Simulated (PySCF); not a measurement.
## Adding and removing an electron: OH

UHF-SCS-MP2; H def2-TZVPPD, O def2-TZVPPD; no relativity (PySCF 2.14). Neutral (UHF): doublet (π ↑), Re = 0.968 Å, ωe = 3796 cm⁻¹, De = 4.57 eV.

OH⁺ (UHF): triplet (π ↑↑), Re = 1.023 Å, ωe = 3197 cm⁻¹, De = 5.25 eV to H⁺ + O. The energies at the minima are -75.62427 hartree for OH and -75.14966 for OH⁺.

**Question.** Work out the adiabatic ionisation energy, without and with harmonic zero-point energies (1 hartree = 27.2114 eV, 1 eV = 8065.5 cm⁻¹), and the change of the bond length.

**Answer.** At UHF-SCS-MP2: 0.47461 hartree = 12.915 eV between the minima; the zero-point term (3197.0 − 3796.0)/2 cm⁻¹ = -0.037 eV makes it 12.878 eV. Re changes by +5.5 pm against the neutral. The electron leaves a π orbital, which is non-bonding in a hydride.

OH⁻ (RHF): singlet (closed shell), Re = 0.966 Å, ωe = 3790 cm⁻¹, De = 5.11 eV to H + O⁻. The energies at the minima are -75.62427 hartree for OH and -75.69270 for OH⁻.

**Question.** Work out the adiabatic electron affinity, without and with harmonic zero-point energies (1 hartree = 27.2114 eV, 1 eV = 8065.5 cm⁻¹), and the change of the bond length.

**Answer.** At SCS-MP2: 0.06843 hartree = 1.862 eV between the minima; the zero-point term (3796.0 − 3790.0)/2 cm⁻¹ = +0.000 eV makes it 1.862 eV. Re changes by -0.2 pm against the neutral. The electron enters a π orbital, which is non-bonding in a hydride.

Correlated steps freeze 1 core orbital. For an ion De counts to the pair picked by the measured ionisation energies or electron affinities, which need not be the lowest pair at this level. Where the molecule has an RHF reference, its open-shell atoms are computed with UHF. States were picked by a PBE0 search and need not be the measured ground states.

Neutral and ion stand on different kinds of reference determinant, which adds to the error of the difference.
